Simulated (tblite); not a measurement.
# BrH3O: the cost of one run

Programs: tblite 0.8.0 and PySCF 2.14.0. All values are calculated, for the isolated system unless a continuum is named. Atoms count from 0, parts from 1.

### Step 1. The system as given

5 atoms, charge 0, multiplicity 1; geometry: rigid parts in contact. Parts: 1 = atoms 0–3, `[OH3+]`, charge 1; 2 = atom 4, `[Br-]`, charge -1.

### Step 2. Search for minima with GFN2-xTB

The job: settings as JSON, then the geometry in Å.

```
{"job": {"kind": "dock", "xc": "GFN2-xTB", "basis": "xTB"}, "charge": 0, "multiplicity": 1, "parts": [{"atoms": "0-3", "charge": 1, "multiplicity": 1}, {"atoms": "4-4", "charge": -1, "multiplicity": 1}]}
O      0.002945    -0.003347     0.213061
H     -0.434327     0.836866    -0.052111
H     -0.508256    -0.792240    -0.076372
H      0.939638    -0.041279    -0.084578
Br     2.337503     1.297422    -1.572015
```

Method: GFN2-xTB search for minima from random contacts, gas phase.

Launch:

```sh
$ OMP_NUM_THREADS=1 python cluster_run.py task.json out
```

One launch serves the whole session: the jobs run in the order shown.

Q: Estimate the wall time of this first job on 1 thread of Intel Xeon at 2.70GHz, shared host.

About 1.2 s.
